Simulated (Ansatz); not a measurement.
Reaction: N2O (SMILES [N+]([O-])#N) → N2O+ (parent SMILES N#[N+][O-], doublet) + e-
Each species at its own B3LYP-D3(BJ)/def2-TZVP minimum (Ansatz, a first-principles code).

Quantity: adiabatic ionisation energy (electronic), in eV. UHF or UKS for unpaired electrons; spin-orbit terms are left out. CBS(X,Y): correlation extrapolated as X^-3, Hartree-Fock from the larger set (Q,5: extrapolated as (X+1)exp(-9√X)). A bracket is a step between two methods taken in the basis named. The functionals are non-relativistic, so their misses hold any scalar relativity. Double hybrids freeze cores in their MP2 part. '+ core + X2C': CCSD(T) terms for core correlation (cc-pwCVTZ) and scalar relativity (cc-pVTZ-DK). The UHF reference of N2O+ (parent SMILES N#[N+][O-], doublet) is spin-contaminated (<S^2> up to 0.27 over the pure value in the sets run). The spin of N2O+ (parent SMILES N#[N+][O-], doublet) was assumed, and the state is the lowest solution found for it.

CCSD(T)/CBS(cc-pVQZ,cc-pV5Z) + [CCSDT(Q) - CCSD(T)]/cc-pVTZ + core + X2C (Ansatz) gives 12.96 eV.

Q: What does PBE/def2-TZVPD (Ansatz) give here, and how do the other levels compare?

A: PBE gives 12.86 eV, 0.10 eV below it. Differences of the others: r2SCAN/def2-TZVPD (Ansatz) -0.14; wB97M-V/def2-TZVPD (Ansatz) -0.18; B2PLYP/def2-TZVPD (Ansatz) 0.07; CCSD(T)/CBS(cc-pVQZ,cc-pV5Z) + core + X2C (Ansatz) 0.05 eV. Nearer than PBE: B2PLYP/def2-TZVPD, CCSD(T)/CBS(cc-pVQZ,cc-pV5Z) + core + X2C.
